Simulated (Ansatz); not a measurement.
```yaml
crystal:
  periodic: [false, false, false]
  atoms:
    - {symbol: F, position_ang: [-0.651357, -0.227285, 1.679083]}
    - {symbol: C, position_ang: [-0.722176, 0.230085, 0.363934]}
    - {symbol: S, position_ang: [-1.139761, 1.994407, 0.382077]}
    - {symbol: N, position_ang: [0.481445, 0.072379, -0.330343]}
    - {symbol: P, position_ang: [0.836942, -1.435463, -1.057114]}
    - {symbol: H, position_ang: [-1.506971, -0.358483, -0.114728]}
    - {symbol: H, position_ang: [-2.058449, 1.895251, 1.355650]}
    - {symbol: H, position_ang: [1.223663, 0.675808, -0.005589]}
    - {symbol: H, position_ang: [1.738855, -0.971773, -2.049128]}
    - {symbol: H, position_ang: [1.880909, -1.926124, -0.220744]}
basis:
  gaussian: {orbitals: aug-pcseg-2}
hamiltonian: {xc: {name: HF}}
correlation: {method: mp2, frozen_orbitals: {F: 0}}
output: {forces: true}
```

```sh
$ ansatz run in.yaml --threads 4 --pin off --events-out ev --progress --plain --max-ram 10444MiB
```

It prints (some lines left out):

```
Functional definition: HF
Error: "frozen_orbitals" has no count for C
```

Q: What is wrong with this run?

A: Frozen orbitals are typed for one element alone, and the program wants a count for each. The program refused the input.
